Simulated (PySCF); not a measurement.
These are B3LYP-D3(BJ)/def2-TZVP (PySCF) values and carry that method's errors. Isolated molecules, 0 K electronic values unless said otherwise. B3LYP has the VWN-RPA correlation part, as in Gaussian. 

Reference species (SMILES): `F[Si](F)F` (neutral, multiplicity 2).

```
Item                              Value
-----------------------------  --------
highest occupied spin orbital  -7.62 eV
```

Changed species: `[F]` (radical fragment; the reference has radical fragment).

### Question
Predict the effect on the highest occupied spin orbital.

### Answer
the highest occupied spin orbital falls by 4.55 eV, to -12.17 eV.
